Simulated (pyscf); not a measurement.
This saddle point was located with ωB97X-D3(BJ)/def2-SVP in PySCF.

```
C
H 1 1.0986
C 1 1.4251 2 115.51
H 3 1.0957 1 120.45 2 -151.76
H 3 1.0964 4 113.92 1 -155.18
C 1 1.5185 2 116.06 3 -149.20
H 6 1.1020 1 111.23 2 -57.05
H 6 1.1031 7 106.87 1 121.41
H 6 1.1057 7 106.98 8 114.75
H 1 1.4704 2 110.50 3 79.11
O 10 1.2206 1 127.92 2 -115.29
H 11 0.9719 10 110.24 1 107.52
```

Surface: singlet, charge 0. Lowest wavenumbers (cm⁻¹): 1989i, 153, 185, 371, 446.

### Question
What reaction is this the transition state of?

### Answer
propene (H₂C=CH–CH₃) + water (H₂O) ⇌ H₃C–CH₂–CH₂–OH, an addition across a multiple bond or ene-type step read from left to right: H–O broken and C–H, C–O formed. At CCSD(T)/def2-TZVPP + ΔMP2(QZVPP) it lies +2.65 eV from the left side and +3.14 eV from the right (each side as separated species at their lowest minima found). This is the saddle that the search found; another between the same sides may lie lower. The CCSD(T) − MP2 part came from Ansatz, without density fitting, on the same reference.
